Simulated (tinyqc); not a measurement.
Inside a calculation. Method: UHF in the sto-3g basis, for CH2, spin multiplicity 3. One step of it, computed by the program tinyqc.

Question. Iteration 1: building the Fock matrix. J_ij = sum D_kl (ij|kl) with D = D(alpha) + D(beta), K_ij = sum D_kl (ik|jl) for each spin; F = H + J - K(s); E = tr D H + tr D J / 2 - 0.5 sum_s tr D(s) K(s) + E_nn.

D(alpha) at the start, order 1C 1s, 1C 2s, 1C 2px, 1C 2py, 1C 2pz, 2H 1s, 3H 1s:
$$\begin{pmatrix}
1.339680 & -0.323432 & 0.000000 & 0.000000 & 0.005171 & -0.012598 & -0.012598 \\
-0.323432 & 1.309079 & 0.000000 & 0.000000 & -0.019098 & 0.051970 & 0.051970 \\
0.000000 & 0.000000 & 0.411579 & 0.000000 & 0.000000 & 0.000000 & 0.000000 \\
0.000000 & 0.000000 & 0.000000 & 0.383163 & 0.000000 & 0.034101 & -0.034101 \\
0.005171 & -0.019098 & 0.000000 & 0.000000 & 0.399848 & 0.019072 & 0.019072 \\
-0.012598 & 0.051970 & 0.000000 & 0.034101 & 0.019072 & 0.602717 & 0.016417 \\
-0.012598 & 0.051970 & 0.000000 & -0.034101 & 0.019072 & 0.016417 & 0.602717
\end{pmatrix}$$

D(beta) at the start, order 1C 1s, 1C 2s, 1C 2px, 1C 2py, 1C 2pz, 2H 1s, 3H 1s:
$$\begin{pmatrix}
0.803808 & -0.194059 & 0.000000 & 0.000000 & 0.003103 & -0.007559 & -0.007559 \\
-0.194059 & 0.785448 & 0.000000 & 0.000000 & -0.011459 & 0.031182 & 0.031182 \\
0.000000 & 0.000000 & 0.246947 & 0.000000 & 0.000000 & 0.000000 & 0.000000 \\
0.000000 & 0.000000 & 0.000000 & 0.229898 & 0.000000 & 0.020461 & -0.020461 \\
0.003103 & -0.011459 & 0.000000 & 0.000000 & 0.239909 & 0.011443 & 0.011443 \\
-0.007559 & 0.031182 & 0.000000 & 0.020461 & 0.011443 & 0.361630 & 0.009850 \\
-0.007559 & 0.031182 & 0.000000 & -0.020461 & 0.011443 & 0.009850 & 0.361630
\end{pmatrix}$$

core Hamiltonian H = T + V (hartree), order 1C 1s, 1C 2s, 1C 2px, 1C 2py, 1C 2pz, 2H 1s, 3H 1s:
$$\begin{pmatrix}
-18.478123 & -4.456071 & 0.000000 & 0.000000 & -0.009965 & -0.467523 & -0.467523 \\
-4.456071 & -5.430984 & 0.000000 & 0.000000 & -0.113172 & -1.318364 & -1.318364 \\
0.000000 & 0.000000 & -4.340496 & 0.000000 & 0.000000 & 0.000000 & 0.000000 \\
0.000000 & 0.000000 & 0.000000 & -4.431639 & 0.000000 & -1.038178 & 1.038178 \\
-0.009965 & -0.113172 & 0.000000 & 0.000000 & -4.378061 & -0.682987 & -0.682987 \\
-0.467523 & -1.318364 & 0.000000 & -1.038178 & -0.682987 & -2.819351 & -0.212623 \\
-0.467523 & -1.318364 & 0.000000 & 1.038178 & -0.682987 & -0.212623 & -2.819351
\end{pmatrix}$$

Two-electron integrals (ij|kl) in chemists' order, unique and non-zero (hartree):
```
(11|11) 3.541948    (21|11) 0.576921    (21|21) 0.111888    (22|11) 0.854682
(22|21) 0.205284    (22|22) 0.624709    (31|31) 0.020296    (32|31) 0.030858
(32|32) 0.137996    (33|11) 0.852436    (33|21) 0.205335    (33|22) 0.624568
(33|33) 0.672833    (41|41) 0.020296    (42|41) 0.030858    (42|42) 0.137996
(43|43) 0.036269    (44|11) 0.852436    (44|21) 0.205335    (44|22) 0.624568
(44|33) 0.600295    (44|44) 0.672833    (51|51) 0.020296    (52|51) 0.030858
(52|52) 0.137996    (53|53) 0.036269    (54|54) 0.036269    (55|11) 0.852436
(55|21) 0.205335    (55|22) 0.624568    (55|33) 0.600295    (55|44) 0.600295
(55|55) 0.672833    (61|11) 0.060077    (61|21) 0.011589    (61|22) 0.021257
(61|33) 0.021194    (61|41) 0.000559    (61|42) 0.001057    (61|44) 0.021333
(61|51) 0.000359    (61|52) 0.000679    (61|54) 0.000090    (61|55) 0.021251
(61|61) 0.001224    (62|11) 0.175191    (62|21) 0.042795    (62|22) 0.147627
(62|33) 0.143866    (62|41) 0.003370    (62|42) 0.025451    (62|44) 0.151748
(62|51) 0.002163    (62|52) 0.016340    (62|54) 0.005060    (62|55) 0.147115
(62|61) 0.004622    (62|62) 0.050337    (63|31) 0.003916    (63|32) 0.021897
(63|43) 0.004688    (63|53) 0.003010    (63|63) 0.005428    (64|11) 0.137441
(64|21) 0.033960    (64|22) 0.124198    (64|33) 0.118207    (64|41) 0.006155
(64|42) 0.041116    (64|44) 0.133568    (64|51) 0.001438    (64|52) 0.012338
(64|54) 0.006852    (64|55) 0.120674    (64|61) 0.003796    (64|62) 0.050094
(64|64) 0.054373    (65|11) 0.088237    (65|21) 0.021802    (65|22) 0.079735
(65|33) 0.075889    (65|41) 0.001438    (65|42) 0.012338    (65|44) 0.079731
(65|51) 0.004838    (65|52) 0.029818    (65|54) 0.007155    (65|55) 0.083491
(65|61) 0.002437    (65|62) 0.032160    (65|64) 0.031422    (65|65) 0.025601
(66|11) 0.356530    (66|21) 0.088467    (66|22) 0.348875    (66|33) 0.332415
(66|41) 0.007451    (66|42) 0.078477    (66|44) 0.367035    (66|51) 0.004784
(66|52) 0.050382    (66|54) 0.022226    (66|55) 0.346684    (66|61) 0.009609
(66|62) 0.162768    (66|64) 0.177723    (66|65) 0.114098    (66|66) 0.774606
(71|11) 0.060077    (71|21) 0.011589    (71|22) 0.021257    (71|33) 0.021194
(71|41) -0.000559   (71|42) -0.001057   (71|44) 0.021333    (71|51) 0.000359
(71|52) 0.000679    (71|54) -0.000090   (71|55) 0.021251    (71|61) 0.001191
(71|62) 0.004361    (71|64) 0.003335    (71|65) 0.002310    (71|66) 0.009008
(71|71) 0.001224    (72|11) 0.175191    (72|21) 0.042795    (72|22) 0.147627
(72|33) 0.143866    (72|41) -0.003370   (72|42) -0.025451   (72|44) 0.151748
(72|51) 0.002163    (72|52) 0.016340    (72|54) -0.005060   (72|55) 0.147115
(72|61) 0.004361    (72|62) 0.033441    (72|64) 0.024722    (72|65) 0.020847
(72|66) 0.081350    (72|71) 0.004622    (72|72) 0.050337    (73|31) 0.003916
(73|32) 0.021897    (73|43) -0.004688   (73|53) 0.003010    (73|63) 0.003302
(73|73) 0.005428    (74|11) -0.137441   (74|21) -0.033960   (74|22) -0.124198
(74|33) -0.118207   (74|41) 0.006155    (74|42) 0.041116    (74|44) -0.133568
(74|51) -0.001438   (74|52) -0.012338   (74|54) 0.006852    (74|55) -0.120674
(74|61) -0.003335   (74|62) -0.024722   (74|64) -0.015754   (74|65) -0.015193
(74|66) -0.058786   (74|71) -0.003796   (74|72) -0.050094   (74|74) 0.054373
(75|11) 0.088237    (75|21) 0.021802    (75|22) 0.079735    (75|33) 0.075889
(75|41) -0.001438   (75|42) -0.012338   (75|44) 0.079731    (75|51) 0.004838
(75|52) 0.029818    (75|54) -0.007155   (75|55) 0.083491    (75|61) 0.002310
(75|62) 0.020847    (75|64) 0.015193    (75|65) 0.016023    (75|66) 0.053161
(75|71) 0.002437    (75|72) 0.032160    (75|74) -0.031422   (75|75) 0.025601
(76|11) 0.025637    (76|21) 0.006297    (76|22) 0.022789    (76|33) 0.022142
(76|44) 0.022728    (76|51) 0.000523    (76|52) 0.004346    (76|55) 0.023473
(76|61) 0.000666    (76|62) 0.006916    (76|64) 0.006040    (76|65) 0.004871
(76|66) 0.020969    (76|71) 0.000666    (76|72) 0.006916    (76|74) -0.006040
(76|75) 0.004871    (76|76) 0.001248    (77|11) 0.356530    (77|21) 0.088467
(77|22) 0.348875    (77|33) 0.332415    (77|41) -0.007451   (77|42) -0.078477
(77|44) 0.367035    (77|51) 0.004784    (77|52) 0.050382    (77|54) -0.022226
(77|55) 0.346684    (77|61) 0.009008    (77|62) 0.081350    (77|64) 0.058786
(77|65) 0.053161    (77|66) 0.212755    (77|71) 0.009609    (77|72) 0.162768
(77|74) -0.177723   (77|75) 0.114098    (77|76) 0.020969    (77|77) 0.774606
```

nuclear repulsion = 4.51188460 hartree

Give: Coulomb J; exchange K(alpha); exchange K(beta); F(alpha); F(beta); total energy of this density.

Answer.

Coulomb J (hartree), order 1C 1s, 1C 2s, 1C 2px, 1C 2py, 1C 2pz, 2H 1s, 3H 1s:
$$\begin{pmatrix}
11.1977 & 2.1376 & 0.0000 & 0.0000 & 0.0093 & 0.2224 & 0.2224 \\
2.1376 & 4.8801 & 0.0000 & 0.0000 & 0.1012 & 1.1821 & 1.1821 \\
0.0000 & 0.0000 & 4.8415 & 0.0000 & 0.0000 & 0.0000 & 0.0000 \\
0.0000 & 0.0000 & 0.0000 & 4.9114 & 0.0000 & 1.0068 & -1.0068 \\
0.0093 & 0.1012 & 0.0000 & 0.0000 & 4.8702 & 0.6619 & 0.6619 \\
0.2224 & 1.1821 & 0.0000 & 1.0068 & 0.6619 & 3.0952 & 0.1841 \\
0.2224 & 1.1821 & 0.0000 & -1.0068 & 0.6619 & 0.1841 & 3.0952
\end{pmatrix}$$

exchange K(alpha) (hartree), order 1C 1s, 1C 2s, 1C 2px, 1C 2py, 1C 2pz, 2H 1s, 3H 1s:
$$\begin{pmatrix}
4.5436 & 0.7739 & 0.0000 & 0.0000 & 0.0042 & 0.0894 & 0.0894 \\
0.7739 & 1.0948 & 0.0000 & 0.0000 & 0.0434 & 0.3547 & 0.3547 \\
0.0000 & 0.0000 & 0.5051 & 0.0000 & 0.0000 & 0.0000 & 0.0000 \\
0.0000 & 0.0000 & 0.0000 & 0.5671 & 0.0000 & 0.2111 & -0.2111 \\
0.0042 & 0.0434 & 0.0000 & 0.0000 & 0.5304 & 0.1422 & 0.1422 \\
0.0894 & 0.3547 & 0.0000 & 0.2111 & 0.1422 & 0.5986 & 0.0798 \\
0.0894 & 0.3547 & 0.0000 & -0.2111 & 0.1422 & 0.0798 & 0.5986
\end{pmatrix}$$

exchange K(beta) (hartree), order 1C 1s, 1C 2s, 1C 2px, 1C 2py, 1C 2pz, 2H 1s, 3H 1s:
$$\begin{pmatrix}
2.7262 & 0.4644 & 0.0000 & 0.0000 & 0.0025 & 0.0536 & 0.0536 \\
0.4644 & 0.6569 & 0.0000 & 0.0000 & 0.0261 & 0.2128 & 0.2128 \\
0.0000 & 0.0000 & 0.3030 & 0.0000 & 0.0000 & 0.0000 & 0.0000 \\
0.0000 & 0.0000 & 0.0000 & 0.3403 & 0.0000 & 0.1266 & -0.1266 \\
0.0025 & 0.0261 & 0.0000 & 0.0000 & 0.3183 & 0.0853 & 0.0853 \\
0.0536 & 0.2128 & 0.0000 & 0.1266 & 0.0853 & 0.3591 & 0.0479 \\
0.0536 & 0.2128 & 0.0000 & -0.1266 & 0.0853 & 0.0479 & 0.3591
\end{pmatrix}$$

F(alpha) (hartree), order 1C 1s, 1C 2s, 1C 2px, 1C 2py, 1C 2pz, 2H 1s, 3H 1s:
$$\begin{pmatrix}
-11.8241 & -3.0924 & 0.0000 & 0.0000 & -0.0049 & -0.3345 & -0.3345 \\
-3.0924 & -1.6457 & 0.0000 & 0.0000 & -0.0554 & -0.4910 & -0.4910 \\
0.0000 & 0.0000 & -0.0041 & 0.0000 & 0.0000 & 0.0000 & 0.0000 \\
0.0000 & 0.0000 & 0.0000 & -0.0873 & 0.0000 & -0.2424 & 0.2424 \\
-0.0049 & -0.0554 & 0.0000 & 0.0000 & -0.0382 & -0.1633 & -0.1633 \\
-0.3345 & -0.4910 & 0.0000 & -0.2424 & -0.1633 & -0.3227 & -0.1084 \\
-0.3345 & -0.4910 & 0.0000 & 0.2424 & -0.1633 & -0.1084 & -0.3227
\end{pmatrix}$$

F(beta) (hartree), order 1C 1s, 1C 2s, 1C 2px, 1C 2py, 1C 2pz, 2H 1s, 3H 1s:
$$\begin{pmatrix}
-10.0066 & -2.7828 & 0.0000 & 0.0000 & -0.0032 & -0.2988 & -0.2988 \\
-2.7828 & -1.2078 & 0.0000 & 0.0000 & -0.0380 & -0.3491 & -0.3491 \\
0.0000 & 0.0000 & 0.1979 & 0.0000 & 0.0000 & 0.0000 & 0.0000 \\
0.0000 & 0.0000 & 0.0000 & 0.1395 & 0.0000 & -0.1580 & 0.1580 \\
-0.0032 & -0.0380 & 0.0000 & 0.0000 & 0.1739 & -0.1064 & -0.1064 \\
-0.2988 & -0.3491 & 0.0000 & -0.1580 & -0.1064 & -0.0833 & -0.0764 \\
-0.2988 & -0.3491 & 0.0000 & 0.1580 & -0.1064 & -0.0764 & -0.0833
\end{pmatrix}$$

total energy of this density = -38.172405 hartree

This density is the starting one; it is not idempotent, so its energy is not variational and may lie below the converged one.
